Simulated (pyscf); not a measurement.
This saddle point was located with ωB97X-D3(BJ)/def2-SVP in PySCF.

```xyz
5

Si    -0.1525    -0.2890     0.0121
H     -1.3913     0.0211     1.1178
H     -0.3530    -1.7784     0.2620
F     -1.8278    -0.1764    -0.9376
H     -1.9254    -0.0560     0.2131
```

Surface: singlet, charge 0. Lowest wavenumbers (cm⁻¹): 1165i, 619, 739, 882, 1122.

Problem. What reaction is this the transition state of?

Solution. silylene (SiH₂) [singlet] + hydrogen fluoride (HF) ⇌ F–SiH: [singlet] + hydrogen (H₂), a four-centre exchange read from left to right: H–Si, F–H broken and F–Si, H–H formed. At ωB97M-D3(BJ)/def2-TZVP it lies -4.6 kJ/mol from the left side and +144.0 kJ/mol from the right (each side as separated species at their lowest minima found). On the reactant side the descent ends in a bound adduct, 35.9 kJ/mol under the separated species and 32.2 kJ/mol under the saddle at ωB97X-D3(BJ)/def2-TZVP. At ωB97M-D3(BJ) the saddle lies under the separated reactants, which points to a path from their complex (located at ωB97X-D3(BJ) alone). This is the saddle that the search found; another between the same sides may lie lower.
